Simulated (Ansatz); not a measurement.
The end point of a relaxation of Ag. Space group Fm-3m (No. 225), fcc (Cu type). Level of theory: PBE (plane waves to 420 eV, PAW, scalar-relativistic; Ansatz, a first-principles code).

```cif
data_Ag
_chemical_formula_sum 'Ag1'
_space_group_name_H-M_alt 'P 1'
_space_group_IT_number 1
_cell_length_a 2.93390
_cell_length_b 2.93390
_cell_length_c 2.93390
_cell_angle_alpha 60.000
_cell_angle_beta 60.000
_cell_angle_gamma 60.000
loop_
_space_group_symop_operation_xyz
  'x, y, z'
loop_
_atom_site_label
_atom_site_type_symbol
_atom_site_fract_x
_atom_site_fract_y
_atom_site_fract_z
_atom_site_occupancy
Ag1 Ag 0.00000 0.00000 0.00000 1
```

For Ag, the volume per atom is 17.86 Å³ and the band gap comes out as no gap (metallic). The shortest distances comes out as Ag–Ag 2.93 Å and the k-mesh comes out as 19×19×19.

No spin polarisation in the result.

Measured for Ag: a 4.062 Å (static lattice; corrected from measurement; as listed in Daniel Mejia-Rodriguez, S. B. Trickey, Phys. Rev. B (2018)). Computed minus measured — a: PBE +2.1 %. The computed values are for a static lattice.

The run could not lose the symmetry of its start.
